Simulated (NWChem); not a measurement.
Molecule: C2H3O, doublet; SMILES C[C]=O

```xyz
6

C      0.1025     1.1659     0.0000
C     -0.4294    -0.2428     0.0000
O      0.1734    -1.2729     0.0000
H     -0.2963     1.6970     0.8879
H     -0.2963     1.6970    -0.8879
H      1.2141     1.1921     0.0000
```
Atoms are numbered in this order, from 1.

All runs: NWChem. Spin-unrestricted. In the optimisation the excess spin sits in a' (Cs, its own frame). Coordinates come from a PBE-D3(BJ)/def2-SVP, spin-unrestricted optimisation. No stability test was run on the SCF state. Fermi-contact couplings, non-relativistic, static geometry.

Question: Predict the results for TPSSh/aug-cc-pVTZ-J. Quantities: A(iso) 13C atom 1 (MHz); A(iso) 13C atom 2 (MHz); A(iso) 17O atom 3 (MHz); A(iso) 1H atom 5 (MHz); A(iso) 1H atom 6 (MHz); <S²>.

Answer: A(iso) 13C atom 1 (MHz): 171
A(iso) 13C atom 2 (MHz): 348
A(iso) 17O atom 3 (MHz): -39.6
A(iso) 1H atom 5 (MHz): -12.1
A(iso) 1H atom 6 (MHz): 65.6
<S²>: 0.754
